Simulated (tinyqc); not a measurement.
Worked calculation (part 1 of 2): CIS and TDHF on RHF in the sto-6g basis, frozen core, for H2F+, spin multiplicity 1. Computed by tinyqc, a small Python program that keeps every step (integrals from PySCF). Settings: charge = 1, multiplicity = 1, basis = sto-6g, method = RHF, frozen orbitals = 1, energy threshold = 1e-10, iteration cap = 51, orthogonalisation = symmetric, start = core, DIIS depth = 6, TDHF = 1. Command: `OMP_NUM_THREADS=1 python tinyqc.py 29324 29325 out.jsonl` (the two numbers bound the seeds that draw the settings). One thread of a shared host (Intel(R) Xeon(R) Processor @ 2.60GHz), about 0.2 s of CPU time with the checks. The early iterations of the SCF are left out here.

## One-electron integrals

Geometry (angstrom):
```
atom         x          y         z
F     0.000000   0.000000  0.000000
H     0.000000   0.865000  0.628000
H     0.000000  -0.828000  0.601000
```

Basis sto-6g: exponents (1/bohr^2) and contraction coefficients of normalised primitives:
```
element  l (shell)     exponent  coefficient
F            s (1)  1728.626574     0.009164
F            s (1)   316.941790     0.049361
F            s (1)    88.668891     0.168538
F            s (1)    30.460157     0.370563
F            s (1)    11.828570     0.416492
F            s (1)     4.871659     0.130334
F            s (2)    67.032281    -0.013253
F            s (2)    13.267438    -0.046992
F            s (2)     4.123510    -0.033785
F            s (2)     1.586463     0.250242
F            s (2)     0.689002     0.595117
F            s (2)     0.315820     0.240706
F            p (3)    67.032281     0.003760
F            p (3)    13.267438     0.037679
F            p (3)     4.123510     0.173897
F            p (3)     1.586463     0.418036
F            p (3)     0.689002     0.425860
F            p (3)     0.315820     0.101708
H            s (1)    35.523221     0.009164
H            s (1)     6.513144     0.049361
H            s (1)     1.822143     0.168538
H            s (1)     0.625955     0.370563
H            s (1)     0.243077     0.416492
H            s (1)     0.100112     0.130334
```

Overlap, kinetic and nuclear-attraction integrals over the contracted functions; the nuclear repulsion is the sum of Za Zb / Rab.

nuclear repulsion = 9.42296001 hartree

overlap S, lower triangle:
```
           1F 1s     1F 2s    1F 2px     1F 2py    1F 2pz     2H 1s     3H 1s
1F 1s   1.000000
1F 2s   0.232479  1.000000
1F 2px  0.000000  0.000000  1.000000
1F 2py  0.000000  0.000000  0.000000   1.000000
1F 2pz  0.000000  0.000000  0.000000   0.000000  1.000000
2H 1s   0.035666  0.356925  0.000000   0.237273  0.172263  1.000000
3H 1s   0.039653  0.384005  0.000000  -0.250933  0.182139  0.193252  1.000000
```

kinetic energy T (hartree), lower triangle:
```
            1F 1s     1F 2s    1F 2px     1F 2py    1F 2pz      2H 1s     3H 1s
1F 1s   37.397730
1F 2s   -1.143349  1.082297
1F 2px   0.000000  0.000000  3.251325
1F 2py   0.000000  0.000000  0.000000   3.251325
1F 2pz   0.000000  0.000000  0.000000   0.000000  3.251325
2H 1s   -0.004682  0.060920  0.000000   0.133461  0.096895   0.768522
3H 1s   -0.003934  0.077964  0.000000  -0.156264  0.113423  -0.004021  0.768522
```

nuclear attraction V (hartree), lower triangle:
```
             1F 1s       1F 2s      1F 2px      1F 2py      1F 2pz      2H 1s      3H 1s
1F 1s   -78.834722
1F 2s    -8.101042  -12.484403
1F 2px    0.000000    0.000000  -12.427517
1F 2py    0.000869    0.009395    0.000000  -12.538278
1F 2pz   -0.014401   -0.167012    0.000000    0.004644  -12.485884
2H 1s    -1.422372   -3.322234    0.000000   -1.914777   -1.435677  -5.902823
3H 1s    -1.582740   -3.620610    0.000000    2.062827   -1.543792  -1.297509  -6.075696
```

core Hamiltonian H = T + V (hartree), lower triangle:
```
             1F 1s       1F 2s     1F 2px     1F 2py     1F 2pz      2H 1s      3H 1s
1F 1s   -41.436992
1F 2s    -9.244391  -11.402107
1F 2px    0.000000    0.000000  -9.176191
1F 2py    0.000869    0.009395   0.000000  -9.286953
1F 2pz   -0.014401   -0.167012   0.000000   0.004644  -9.234559
2H 1s    -1.427054   -3.261315   0.000000  -1.781316  -1.338783  -5.134301
3H 1s    -1.586674   -3.542647   0.000000   1.906563  -1.430369  -1.301530  -5.307174
```

## Two-electron integrals

Functions are numbered as in S; the eight-fold symmetry (ij|kl) = (ji|kl) = (kl|ij) leaves the list below.

Two-electron integrals (ij|kl) in chemists' order, unique and non-zero (hartree):
```
(11|11) 5.406240    (21|11) 0.768129    (21|21) 0.138909    (22|11) 1.266271
(22|21) 0.283987    (22|22) 0.926367    (31|31) 0.029452    (32|31) 0.044681
(32|32) 0.204753    (33|11) 1.266273    (33|21) 0.283987    (33|22) 0.926366
(33|33) 0.998085    (41|41) 0.029452    (42|41) 0.044681    (42|42) 0.204753
(43|43) 0.053789    (44|11) 1.266273    (44|21) 0.283987    (44|22) 0.926366
(44|33) 0.890506    (44|44) 0.998085    (51|51) 0.029452    (52|51) 0.044681
(52|52) 0.204753    (53|53) 0.053789    (54|54) 0.053789    (55|11) 1.266273
(55|21) 0.283987    (55|22) 0.926366    (55|33) 0.890506    (55|44) 0.890506
(55|55) 0.998085    (61|11) 0.125554    (61|21) 0.021769    (61|22) 0.043547
(61|33) 0.043473    (61|41) 0.000766    (61|42) 0.001499    (61|44) 0.043618
(61|51) 0.000556    (61|52) 0.001088    (61|54) 0.000105    (61|55) 0.043550
(61|61) 0.003468    (62|11) 0.320192    (62|21) 0.072900    (62|22) 0.265597
(62|33) 0.261825    (62|41) 0.004281    (62|42) 0.032385    (62|44) 0.269235
(62|51) 0.003108    (62|52) 0.023512    (62|54) 0.005380    (62|55) 0.265731
(62|61) 0.011430    (62|62) 0.094588    (63|31) 0.008063    (63|32) 0.046286
(63|43) 0.006749    (63|53) 0.004900    (63|63) 0.013812    (64|11) 0.177254
(64|21) 0.040923    (64|22) 0.159386    (64|33) 0.152661    (64|41) 0.010151
(64|42) 0.064581    (64|44) 0.170531    (64|51) 0.001516    (64|52) 0.013282
(64|54) 0.008074    (64|55) 0.154965    (64|61) 0.006692    (64|62) 0.069673
(64|64) 0.064732    (65|11) 0.128689    (65|21) 0.029711    (65|22) 0.115716
(65|33) 0.110834    (65|41) 0.001516    (65|42) 0.013282    (65|44) 0.114007
(65|51) 0.009164    (65|52) 0.055929    (65|54) 0.009053    (65|55) 0.122307
(65|61) 0.004859    (65|62) 0.050584    (65|64) 0.036969    (65|65) 0.040651
(66|11) 0.483130    (66|21) 0.112067    (66|22) 0.469719    (66|33) 0.454117
(66|41) 0.008190    (66|42) 0.086645    (66|44) 0.484767    (66|51) 0.005946
(66|52) 0.062905    (66|54) 0.022252    (66|55) 0.470272    (66|61) 0.017697
(66|62) 0.217426    (66|64) 0.185689    (66|65) 0.134812    (66|66) 0.774999
(71|11) 0.139683    (71|21) 0.024213    (71|22) 0.048421    (71|33) 0.048338
(71|41) -0.000851   (71|42) -0.001663   (71|44) 0.048501    (71|51) 0.000618
(71|52) 0.001207    (71|54) -0.000118   (71|55) 0.048424    (71|61) 0.003810
(71|62) 0.012347    (71|64) 0.006624    (71|65) 0.005250    (71|66) 0.018942
(71|71) 0.004291    (72|11) 0.348982    (72|21) 0.079420    (72|22) 0.288471
(72|33) 0.284405    (72|41) -0.004655   (72|42) -0.034903   (72|44) 0.292393
(72|51) 0.003379    (72|52) 0.025334    (72|54) -0.005798   (72|55) 0.288614
(72|61) 0.012098    (72|62) 0.083942    (72|64) 0.042608    (72|65) 0.043489
(72|66) 0.156755    (72|71) 0.013844    (72|72) 0.110536    (73|31) 0.008877
(73|32) 0.050639    (73|43) -0.007306   (73|53) 0.005303    (73|63) 0.011961
(73|73) 0.016326    (74|11) -0.190418   (74|21) -0.043952   (74|22) -0.170682
(74|33) -0.163409   (74|41) 0.011137    (74|42) 0.070235    (74|44) -0.182741
(74|51) -0.001640   (74|52) -0.014224   (74|54) 0.008728    (74|55) -0.165895
(74|61) -0.006390   (74|62) -0.041746   (74|64) -0.009619   (74|65) -0.021209
(74|66) -0.070296   (74|71) -0.008000   (74|72) -0.080277   (74|74) 0.074228
(75|11) 0.138214    (75|21) 0.031902    (75|22) 0.123889    (75|33) 0.118610
(75|41) -0.001640   (75|42) -0.014224   (75|44) 0.122035    (75|51) 0.010068
(75|52) 0.060963    (75|54) -0.009792   (75|55) 0.131021    (75|61) 0.005076
(75|62) 0.043056    (75|64) 0.021375    (75|65) 0.033964    (75|66) 0.088715
(75|71) 0.005806    (75|72) 0.058269    (75|74) -0.042028   (75|75) 0.046832
(76|11) 0.117890    (76|21) 0.027150    (76|22) 0.108157    (76|33) 0.106094
(76|41) 0.000023    (76|42) 0.000261    (76|44) 0.107988    (76|51) 0.001821
(76|52) 0.016719    (76|54) 0.000058    (76|55) 0.110389    (76|61) 0.004216
(76|62) 0.039117    (76|64) 0.025240    (76|65) 0.023860    (76|66) 0.097858
(76|71) 0.004686    (76|72) 0.041937    (76|74) -0.026410   (76|75) 0.025269
(76|76) 0.020266    (77|11) 0.502255    (77|21) 0.116454    (77|22) 0.485994
(77|33) 0.469529    (77|41) -0.008724   (77|42) -0.090889   (77|44) 0.501878
(77|51) 0.006332    (77|52) 0.065972    (77|54) -0.023480   (77|55) 0.486572
(77|61) 0.017699    (77|62) 0.149171    (77|64) 0.068091    (77|65) 0.085439
(77|66) 0.309321    (77|71) 0.020458    (77|72) 0.239038    (77|74) -0.201391
(77|75) 0.146179    (77|76) 0.097858    (77|77) 0.774999
```

## Orthogonalisation

S = U s U^T; symmetric (Loewdin) form X = U s^(-1/2) U^T, so that X^T S X = 1.

eigenvalues of S: 0.471813  0.548000  0.900046  1.000000  1.088666  1.261467  1.730008

X, lower triangle:
```
            1F 1s      1F 2s    1F 2px     1F 2py     1F 2pz      2H 1s     3H 1s
1F 1s    1.022440
1F 2s   -0.131877   1.139560
1F 2px   0.000000   0.000000  1.000000
1F 2py   0.000518  -0.006695  0.000000   1.059982
1F 2pz  -0.005377   0.055445  0.000000  -0.002770   1.025956
2H 1s    0.015390  -0.191692  0.000000  -0.152834  -0.091062   1.102503
3H 1s    0.016604  -0.214908  0.000000   0.163733  -0.100031  -0.074539  1.119376
```

## Iteration 8 (converged): orbitals

converged F (hartree), lower triangle:
```
             1F 1s      1F 2s     1F 2px     1F 2py     1F 2pz      2H 1s      3H 1s
1F 1s   -26.939086
1F 2s    -6.524118  -3.482601
1F 2px    0.000000   0.000000  -1.032698
1F 2py    0.001010   0.008164   0.000000  -0.959349
1F 2pz   -0.022300  -0.109153   0.000000   0.005389  -0.989114
2H 1s    -1.009165  -1.057263   0.000000  -0.486427  -0.404177  -0.775900
3H 1s    -1.121464  -1.144691   0.000000   0.511485  -0.423186  -0.350619  -0.827123
```

Diagonalise F' = X^T F X, C = X C', fill 5 alpha and 5 beta electrons from the bottom; D = 2 C_occ C_occ^T. Each column has its largest component positive (the first on a tie).

F' = X^T F X (hartree), lower triangle:
```
            1          2          3          4          5          6          7
1  -26.523815
2   -3.203504  -2.215491
3    0.000000   0.000000  -1.032698
4    0.001555  -0.005933   0.000000  -0.765412
5   -0.035444   0.035451   0.000000  -0.001953  -0.898435
6   -0.138330  -0.426939   0.000000  -0.396922  -0.273285  -0.386185
7   -0.165007  -0.469615   0.000000   0.416394  -0.290017  -0.076885  -0.379098
```

orbital energies (hartree): MO1 -26.942240, MO2 -2.040794, MO3 -1.155013, MO4 -1.064400, MO5 -1.032698, MO6 -0.053402, MO7 0.087415

coefficients C:
```
              MO1        MO2        MO3        MO4       MO5        MO6        MO7
1F 1s    0.997131  -0.238262  -0.006974   0.060775  0.000000   0.090790   0.017147
1F 2s    0.012813   0.954877   0.038924  -0.325641  0.000000  -0.606058  -0.123372
1F 2px   0.000000   0.000000   0.000000   0.000000  1.000000   0.000000   0.000000
1F 2py  -0.000134  -0.007298   0.750802   0.045716  0.000000  -0.110579   0.771821
1F 2pz   0.001677   0.101744  -0.046591   0.864949  0.000000  -0.551619  -0.095135
2H 1s   -0.002148   0.073274   0.325892   0.240757  0.000000   0.832672  -0.653311
3H 1s   -0.002407   0.081432  -0.350791   0.202299  0.000000   0.606592   0.896250
```

D after iteration 8, lower triangle:
```
            1F 1s      1F 2s    1F 2px     1F 2py    1F 2pz      2H 1s     3H 1s
1F 1s    2.109561
1F 2s   -0.469595   2.039024
1F 2px   0.000000   0.000000  2.000000
1F 2py  -0.001705   0.014734  0.000000   1.131692
1F 2pz   0.060646  -0.372605  0.000000   0.007636  1.521324
2H 1s   -0.014481   0.008450  0.000000   0.510305  0.401021   0.339087
3H 1s   -0.014122  -0.003608  0.000000  -0.509440  0.399206  -0.119286  0.341232
```

## Convergence

Stop when the energy changes by less than 1e-10 hartree and every element of the error matrix X^T (F D S - S D F) X is below 3e-06.

Course of the cycle:
```
iteration   E (hartree)     change  largest element of the error matrix
1          -98.73601270          -                             5.51e-01
2          -99.77449151  -1.04e+00                             4.13e-02
3          -99.77699236  -2.50e-03                             1.27e-02
4          -99.77720860  -2.16e-04                             2.84e-03
5          -99.77722215  -1.35e-05                             7.97e-04
6          -99.77722289  -7.43e-07                             1.73e-04
7          -99.77722293  -3.80e-08                             6.55e-06
8          -99.77722293  -6.55e-11                             1.94e-07
```

PySCF RHF in the same basis = -99.77722293 hartree

Converged in 8 iterations.

## Integrals over molecular orbitals

(pq|rs) = sum C_ip C_jq C_kr C_ls (ij|kl), one index at a time.

one-electron integrals over orbitals h = C^T H C (hartree), lower triangle:
```
            1          2          3          4          5          6          7
1  -41.423623
2    0.703717  -9.688465
3    0.020339  -0.033811  -8.038727
4   -0.172069   0.365666   0.051994  -8.638030
5    0.000000   0.000000   0.000000   0.000000  -9.176191
6   -0.270487   1.325261   0.282826   1.470219   0.000000  -5.606402
7   -0.051524   0.254915  -2.147825   0.089716   0.000000   0.011169  -5.946574
```

Two-electron integrals over orbitals (pq|rs), unique and non-zero (hartree); the lowest 1 orbital is frozen and left out:
```
(22|22) 0.864834    (32|22) -0.002032   (32|32) 0.156495    (33|22) 0.759335
(33|32) 0.003234    (33|33) 0.734151    (42|22) -0.001474   (42|32) -0.000761
(42|33) -0.008099   (42|42) 0.159491    (43|22) -0.004412   (43|32) 0.005665
(43|33) -0.005409   (43|42) 0.006057    (43|43) 0.049449    (44|22) 0.811869
(44|32) 0.006962    (44|33) 0.708863    (44|42) -0.087647   (44|43) -0.005906
(44|44) 0.874533    (52|52) 0.182806    (53|52) 0.003938    (53|53) 0.038441
(54|52) -0.034321   (54|53) -0.001374   (54|54) 0.053476    (55|22) 0.884523
(55|32) 0.005144    (55|33) 0.747183    (55|42) -0.053042   (55|43) -0.006291
(55|44) 0.827566    (55|55) 0.998085    (62|22) -0.142670   (62|32) -0.009438
(62|33) -0.090234   (62|42) -0.044374   (62|43) 0.002907    (62|44) -0.094991
(62|55) -0.145098   (62|62) 0.075775    (63|22) -0.028316   (63|32) 0.020456
(63|33) -0.024976   (63|42) 0.007926    (63|43) 0.017552    (63|44) -0.021932
(63|55) -0.030398   (63|62) 0.011398    (63|63) 0.065552    (64|22) -0.150004
(64|32) 0.007348    (64|33) -0.090916   (64|42) 0.016626    (64|43) 0.004300
(64|44) -0.156128   (64|55) -0.155860   (64|62) 0.059195    (64|63) 0.021093
(64|64) 0.083056    (65|52) -0.049664   (65|53) -0.004079   (65|54) -0.009131
(65|65) 0.025158    (66|22) 0.571823    (66|32) 0.023407    (66|33) 0.551551
(66|42) 0.066362    (66|43) 0.016446    (66|44) 0.540167    (66|55) 0.547244
(66|62) -0.055164   (66|63) 0.022004    (66|64) -0.023620   (66|66) 0.560432
(72|22) -0.027931   (72|32) 0.065275    (72|33) -0.012626   (72|42) -0.001709
(72|43) -0.023004   (72|44) -0.021686   (72|55) -0.027769   (72|62) 0.005273
(72|63) -0.024054   (72|64) 0.011071    (72|66) -0.011947   (72|72) 0.056486
(73|22) 0.206661    (73|32) 0.012237    (73|33) 0.162617    (73|42) -0.058748
(73|43) -0.000464   (73|44) 0.194290    (73|55) 0.228451    (73|62) -0.066325
(73|63) -0.008772   (73|64) -0.088650   (73|66) 0.023723    (73|72) -0.016348
(73|73) 0.160631    (74|22) -0.008395   (74|32) -0.055633   (74|33) -0.005136
(74|42) -0.004640   (74|43) 0.006446    (74|44) -0.010542   (74|55) -0.009291
(74|62) 0.007724    (74|63) -0.040623   (74|64) -0.002887   (74|66) -0.022332
(74|72) -0.009568   (74|73) -0.013702   (74|74) 0.049479    (75|52) -0.009338
(75|53) 0.024946    (75|54) 0.000329    (75|65) 0.001478    (75|75) 0.019612
(76|22) 0.002912    (76|32) -0.085848   (76|33) -0.000279   (76|42) 0.004705
(76|43) -0.046973   (76|44) -0.007125   (76|55) -0.000816   (76|62) -0.003221
(76|63) -0.074460   (76|64) -0.015705   (76|66) -0.044895   (76|72) 0.006367
(76|73) -0.019025   (76|74) 0.058045    (76|76) 0.145428    (77|22) 0.607302
(77|32) -0.029706   (77|33) 0.608100    (77|42) 0.009994    (77|43) -0.013820
(77|44) 0.580205    (77|55) 0.591893    (77|62) -0.044199   (77|63) -0.032530
(77|64) -0.034364   (77|66) 0.524353    (77|72) -0.007116   (77|73) 0.057045
(77|74) 0.018370    (77|76) 0.042617    (77|77) 0.586898
```

## CIS matrix, singlets

A(ia,jb) = (e_a - e_i) d_ij d_ab + 2 (ia|jb) - (ij|ab).

CIS matrix A, singlet (hartree), lower triangle:
```
           2>6        2>7        3>6        3>7       4>6       4>7       5>6       5>7
2>6   1.567118
2>7   0.007635   1.633879
3>6  -0.000612   0.037739   0.681163
3>7  -0.046803  -0.002990  -0.017265   0.955590
4>6   0.052028   0.017437   0.025739  -0.130326  0.636942
4>7   0.010743  -0.029131  -0.034273  -0.013583  0.001351  0.670568
5>6   0.000000   0.000000   0.000000   0.000000  0.000000  0.000000  0.482369
5>7   0.000000   0.000000   0.000000   0.000000  0.000000  0.000000  0.003772  0.567445
```

## CIS singlet states

dipole integrals <i|r|a> (bohr):
```
             x          y          z
2>6   0.000000   0.003200   0.051321
2>7   0.000000  -0.085966   0.015330
3>6   0.000000   0.793372   0.072104
3>7   0.000000   0.148758  -0.563144
4>6   0.000000   0.148399   0.439182
4>7   0.000000  -0.587807   0.030312
5>6  -0.019345   0.000000   0.000000
5>7  -0.002484   0.000000   0.000000
```

Diagonalise A (1 hartree = 27.211386 eV); each vector has its largest component positive (the first on a tie). The transition dipole is mu = sqrt2 sum c_ia <i|r|a>.

singlet excitation energies (eV): 13.121391  15.445505  15.929603  17.439433  19.311836  27.144910  42.825630  44.569642

lowest vectors:
```
       state 1   state 2    state 3    state 4    state 5    state 6
2>6   0.000000  0.000000  -0.033836  -0.009908   0.006542   0.107051
2>7   0.000000  0.000000  -0.008131  -0.003025  -0.052870   0.015003
3>6   0.000000  0.000000  -0.206765   0.618496   0.753467  -0.072786
3>7   0.000000  0.000000   0.310306   0.121608   0.076329   0.935431
4>6   0.000000  0.000000   0.926038   0.135685   0.109927  -0.327202
4>7   0.000000  0.000000  -0.046921   0.764301  -0.641513  -0.030401
5>6   0.999023  0.044204   0.000000   0.000000   0.000000   0.000000
5>7  -0.044204  0.999023   0.000000   0.000000   0.000000   0.000000
```

oscillator strengths 2/3 w |mu|^2: 0.000237  0.000008  0.037442  0.008360  0.961238  0.602024

## TDHF (RPA) singlet states

B(ia,jb) = 2 (ia|jb) - (ib|ja); the squared energies are the eigenvalues of (A - B)(A + B); 1 hartree = 27.211386 eV.

TDHF matrix B, singlet (hartree), lower triangle:
```
           2>6        2>7        3>6        3>7        4>6       4>7       5>6       5>7
2>6   0.075775
2>7   0.005273   0.056486
3>6   0.011398   0.018216   0.065552
3>7  -0.108596  -0.016348  -0.008772   0.160631
4>6   0.059195   0.014418   0.021093  -0.136676   0.083056
4>7   0.004376  -0.009568   0.007403  -0.013702  -0.002887  0.049479
5>6   0.000000   0.000000   0.000000   0.000000   0.000000  0.000000  0.025158
5>7   0.000000   0.000000   0.000000   0.000000   0.000000  0.000000  0.001478  0.019612
```

squared energies w^2 (hartree^2): 0.231890  0.321790  0.337719  0.406623  0.500466  0.926855  2.444140  2.676006

TDHF energies from the positive w^2 (eV): 13.103642  15.436074  15.813524  17.351877  19.250316  26.197306  42.541590  44.513757

## CIS matrix, triplets

A(ia,jb) = (e_a - e_i) d_ij d_ab - (ij|ab).

CIS matrix A, triplet (hartree), lower triangle:
```
           2>6        2>7        3>6       3>7       4>6       4>7       5>6       5>7
2>6   1.415569
2>7  -0.002912   1.520907
3>6  -0.023407   0.085848   0.550060
3>7   0.085848   0.029706   0.000279  0.634328
4>6  -0.066362  -0.004705  -0.016446  0.046973  0.470831
4>7  -0.004705  -0.009994   0.046973  0.013820  0.007125  0.571610
5>6   0.000000   0.000000   0.000000  0.000000  0.000000  0.000000  0.432052
5>7   0.000000   0.000000   0.000000  0.000000  0.000000  0.000000  0.000816  0.528220
```
